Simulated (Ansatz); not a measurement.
A made-up structure of C₂H₄N (charge +1), singlet:

C1  (-1.480, -0.500, -0.549)
C2  (0.832, 0.281, 0.309)
N3  (-0.417, -0.141, -0.155)
H4  (-2.437, -0.824, -0.903)
H5  (1.128, -0.262, 1.169)
H6  (1.583, 0.146, -0.428)
H7  (0.820, 1.309, 0.568)
(Å)

It is relaxed with PBE-D4/def2-SVP and then PBE0-D4/def2-TZVP (Ansatz 0.2.0). Atoms count as bonded within 1.22 times the sum of their covalent radii (H–H: 0.88 Å). The end point is not checked to be a true minimum.

Task: Does its bonding change? (A judgement: the text doesn't fix the answer.)

Result: Computed: No: no bond forms or breaks.

Where it ends: The first stage lowers the energy by 0.25 eV in 5 steps. It ends as C₂H₄N ([CH][N][CH3]), total charge +1:
```tsv
atom	x (Å)	y (Å)	z (Å)
C1	-1.4357	-0.4853	-0.5322
C2	0.8450	0.2856	0.3133
N3	-0.4235	-0.1431	-0.1570
H4	-2.3998	-0.8112	-0.8896
H5	1.0968	-0.3050	1.1953
H6	1.5737	0.1240	-0.4824
H7	0.7732	1.3450	0.5637
```

Labels in which every atom is bracketed show which atoms are joined, not bond orders.

For scale, one of the runs: PBE0-D4/def2-TZVP relaxation, 117 basis functions, launched by `ansatz run in.yaml --threads 2 --pin off --events-out ev --progress --plain --max-ram 4352MiB`. Hardware: 2 CPU threads of an Arm Neoverse V2, shared host. Wall time about 6.5 s.
